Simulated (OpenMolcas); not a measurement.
# One shape, several levels: doublet BNH3Cl−

Wanted: a comparison of 6 runs (UHF/aug-cc-pVDZ, U-revPBE/aug-cc-pVDZ, UBLYP/aug-cc-pVDZ, UM06-2X/aug-cc-pVDZ, UPBE0/aug-cc-pVDZ, UTPSS/aug-cc-pVDZ) of doublet BNH3Cl−. 

Program for the calculation: OpenMolcas 26.06.

1 further run of the same task is left out (it didn't finish).

## (1) The system as given

BNH3Cl−: 6 atoms, total charge -1, spin state doublet. SMILES of the parent species: `NBCl`. Geometry: relaxed at PBE0-D4/def2-TZVP. That shape belongs to the parent species and isn't relaxed for this state.

Bond lengths: N1–B2 1.383 Å, B2–Cl3 1.768 Å, N1–H4 1.005 Å, N1–H5 1.006 Å, B2–H6 1.191 Å. Angles: N1–B2–Cl3 119.7°, N1–B2–H6 121.5°, Cl3–B2–H6 118.8°, B2–N1–H4 122.2°, B2–N1–H5 123.2°, H4–N1–H5 114.7°.

## (2) A single-point energy at UHF/aug-cc-pVDZ (run 1)

The input, mol.input:

```
* BClH3N Hartree-Fock

&GATEWAY
 BasLib = $CurrDir
 Coord
 6
 bohr
 N     -0.74757565    -0.01473986    -1.24343979
 B      0.69844278    -0.30027748     0.91406053
 Cl     1.00136587     2.24745128     3.05379742
 H     -0.96716183    -1.41597179    -2.50691068
 H     -1.66031337     1.59587371    -1.67845474
 H      1.75517762    -2.23346731     1.37401987
 Basis = aug-cc-pVDZ
 Group = NoSym

&SEWARD

&SCF
 UHF
 Charge = -1
 Spin = 2
 Thresholds = 1e-10 1e-07 1e-07 1e-05
 PrOrbitals = 1 2
```

The basis set aug-cc-pVDZ is read from a file made from the Basis Set Exchange's data (not shown).

The run is started by

```console
$ export MOLCAS_MEM=1860
$ pymolcas mol.input > mol.log
```

The program printed:

```text
--- Start Module: gateway ---
[...]
--- Stop Module: gateway /rc=_RC_ALL_IS_WELL_ ---
--- Start Module: seward ---
[...]
      Basis functions          100
--- Stop Module: seward /rc=_RC_ALL_IS_WELL_ ---
[...]
--- Start Module: scf ---
[...]
       Convergence after  25 Iterations
[...]
::    Total SCF energy                               -540.4588782836
[...]
      Total spin, S                                     0.5000949845
[...]
      Total electronic charge=   33.000000
      Total            charge=   -1.000000
[...]
      Dipole Moment (debye):
      Origin of the operator (angstrom)=    0.2634    0.6132    0.8114
                   X=  4.9472E+00               Y=  5.0094E+00               Z=  1.1257E+01           Total=  1.3278E+01
      Center of Charge (angstrom)
[...]
--- Stop Module: scf /rc=_RC_ALL_IS_WELL_ ---
[...]
```

Run time: 23 s. Hardware: 1 thread of AMD EPYC 7R43 (Zen 3), shared host; peak memory 0.56 GiB.

## (3) The energy at U-revPBE/aug-cc-pVDZ (run 2)

The input, coord.xyz:

```xyz
6

N     -0.395600    -0.007800    -0.658000
B      0.369600    -0.158900     0.483700
Cl     0.529900     1.189300     1.616000
H     -0.511800    -0.749300    -1.326600
H     -0.878600     0.844500    -0.888200
H      0.928800    -1.181900     0.727100
```

The input, test.input:

```
* BClH3N Kohn-Sham DFT
&gateway
baslib
$CurrDir
coord
coord.xyz
basis
aug-cc-pVDZ
group
NoSym
&seward
gridinput
Grid=UltraFine
End of Grid
&scf
uhf
charge
-1
spin
2
ksdft
revPBE
thresholds
1e-10 1e-07 1e-07 1e-05
prorbitals
1 1
```

The basis set aug-cc-pVDZ is read from a file made from the Basis Set Exchange's data (not shown).

The run is started by

```console
$ export MOLCAS_MEM=1860
$ pymolcas test.input > test.log
```

The program printed:

```text
--- Start Module: gateway ---
[...]
--- Stop Module: gateway /rc=_RC_ALL_IS_WELL_ ---
--- Start Module: seward ---
[...]
      Basis functions          100
--- Stop Module: seward /rc=_RC_ALL_IS_WELL_ ---
[...]
--- Start Module: scf ---
[...]
       Convergence after  22 Iterations
[...]
::    Total KS-DFT energy                            -541.5847645709
[...]
      Total spin, S                                     0.5000253208
[...]
      Total electronic charge=   33.000000
      Total            charge=   -1.000000
[...]
      Dipole Moment (debye):
      Origin of the operator (angstrom)=    0.2634    0.6132    0.8114
                   X=  4.8319E+00               Y=  2.9836E+00               Z=  9.7582E+00           Total=  1.1290E+01
      Center of Charge (angstrom)
[...]
--- Stop Module: scf /rc=_RC_ALL_IS_WELL_ ---
[...]
```

Run time: 67 s. Hardware: 1 thread of AMD EPYC 7R43 (Zen 3), shared host; peak memory 0.56 GiB.

## (4) A single-point energy at UBLYP/aug-cc-pVDZ (run 3)

The input, job.inp:

```
>>> EXPORT MOLCAS_PRINT=2

&GATEWAY
 BasLib
 $CurrDir
 Coord
 6
 angstrom
 N       -0.395600      -0.007800      -0.658000
 B        0.369600      -0.158900       0.483700
 Cl       0.529900       1.189300       1.616000
 H       -0.511800      -0.749300      -1.326600
 H       -0.878600       0.844500      -0.888200
 H        0.928800      -1.181900       0.727100
 Basis
 aug-cc-pVDZ
 Group
 NoSym

&SEWARD
 GridInput
 Grid=UltraFine
 End of Grid

&SCF
 UHF
 Charge
 -1
 Spin
 2
 KSDFT
 BLYP
 Thresholds
 1e-10 1e-07 1e-07 1e-05
 PrOrbitals
 1 1
```

The basis set aug-cc-pVDZ is read from a file made from the Basis Set Exchange's data (not shown).

The run is started by

```console
$ export MOLCAS_MEM=1860
$ pymolcas job.inp > job.log
```

The program printed:

```text
--- Start Module: gateway ---
[...]
--- Stop Module: gateway /rc=_RC_ALL_IS_WELL_ ---
--- Start Module: seward ---
[...]
      Basis functions          100
--- Stop Module: seward /rc=_RC_ALL_IS_WELL_ ---
[...]
--- Start Module: scf ---
[...]
       Convergence after  21 Iterations
[...]
::    Total KS-DFT energy                            -541.6496581513
[...]
      Total spin, S                                     0.5000215613
[...]
      Total electronic charge=   33.000000
      Total            charge=   -1.000000
[...]
      Dipole Moment (debye):
      Origin of the operator (angstrom)=    0.2634    0.6132    0.8114
                   X=  4.0195E+00               Y=  2.9709E+00               Z=  8.4339E+00           Total=  9.8038E+00
      Center of Charge (angstrom)
[...]
--- Stop Module: scf /rc=_RC_ALL_IS_WELL_ ---
[...]
```

It took 64 s on 1 thread of AMD EPYC 7R43 (Zen 3), shared host; peak memory 0.56 GiB.

Runs 4 to 5 aren't shown in full; the table further down has their settings and results.

## (5) A single-point energy at UTPSS/aug-cc-pVDZ (run 6)

The input, calc.input:

```
&GATEWAY
 BasLib=$CurrDir
 Coord
 6
 bohr
 N     -0.74757565    -0.01473986    -1.24343979
 B      0.69844278    -0.30027748     0.91406053
 Cl     1.00136587     2.24745128     3.05379742
 H     -0.96716183    -1.41597179    -2.50691068
 H     -1.66031337     1.59587371    -1.67845474
 H      1.75517762    -2.23346731     1.37401987
 Basis=aug-cc-pVDZ
 Group=NoSym

&SEWARD
 GridInput
 Grid=UltraFine
 End of Grid

&SCF
 UHF
 Charge=-1
 Spin=2
 KSDFT=2
 1.0 MGGA_X_TPSS
 1.0 MGGA_C_TPSS
 Thresholds=1e-10 1e-07 1e-07 1e-05
 PrOrbitals=1 2
```

The basis set aug-cc-pVDZ is read from a file made from the Basis Set Exchange's data (not shown).

The run is started by

```console
$ export MOLCAS_MEM=1860
$ pymolcas calc.input > calc.log
```

The program printed:

```text
--- Start Module: gateway ---
[...]
--- Stop Module: gateway /rc=_RC_ALL_IS_WELL_ ---
--- Start Module: seward ---
[...]
      Basis functions          100
--- Stop Module: seward /rc=_RC_ALL_IS_WELL_ ---
[...]
--- Start Module: scf ---
[...]
       Convergence after  23 Iterations
[...]
::    Total KS-DFT energy                            -541.7269351884
[...]
      Total spin, S                                     0.5001093310
[...]
      Total electronic charge=   33.000000
      Total            charge=   -1.000000
[...]
      Dipole Moment (debye):
      Origin of the operator (angstrom)=    0.2634    0.6132    0.8114
                   X=  4.9125E+00               Y=  3.0762E+00               Z=  9.9487E+00           Total=  1.1514E+01
      Center of Charge (angstrom)
[...]
--- Stop Module: scf /rc=_RC_ALL_IS_WELL_ ---
[...]
```

Wall time 1.8 min (1 thread of AMD EPYC 7R43 (Zen 3), shared host); peak memory 0.56 GiB.

## (6) The series

| run | level | integration grid | energy (Eh) | HOMO energy (eV) | LUMO energy (eV) | ⟨S²⟩ | wall time |
| --- | --- | --- | --- | --- | --- | --- | --- |
| 1 | UHF/aug-cc-pVDZ | – | -540.458878 | 0.76 | 3.58 | 0.750 | 23 s |
| 2 | U-revPBE/aug-cc-pVDZ | UltraFine | -541.584765 | 1.80 | 2.24 | 0.750 | 67 s |
| 3 | UBLYP/aug-cc-pVDZ | UltraFine | -541.649658 | 1.96 | 2.40 | 0.750 | 64 s |
| 4 | UM06-2X/aug-cc-pVDZ | UltraFine | -541.632399 | 1.33 | 3.08 | 0.751 | 3.8 min |
| 5 | UPBE0/aug-cc-pVDZ | UltraFine | -541.442116 | 1.48 | 2.59 | 0.750 | 98 s |
| 6 | UTPSS/aug-cc-pVDZ | UltraFine | -541.726935 | 1.85 | 2.11 | 0.750 | 1.8 min |

## (7) Summary of results

| quantity | value |
| --- | --- |
| run 6: total energy | -541.72694 Eh |
| run 6: HOMO energy (highest over α and β) | 1.85 eV |
| run 6: LUMO energy (lowest over α and β) | 2.11 eV |
| run 6: ⟨S²⟩ | 0.750 |

In words: Totals of different functionals can't be ranked against each other. In runs 1, 2, 3, 4, 5, 6 the HOMO lies above zero, so the outermost electron may be held by the basis alone. All runs together took 9.7 min, the longest 3.8 min.
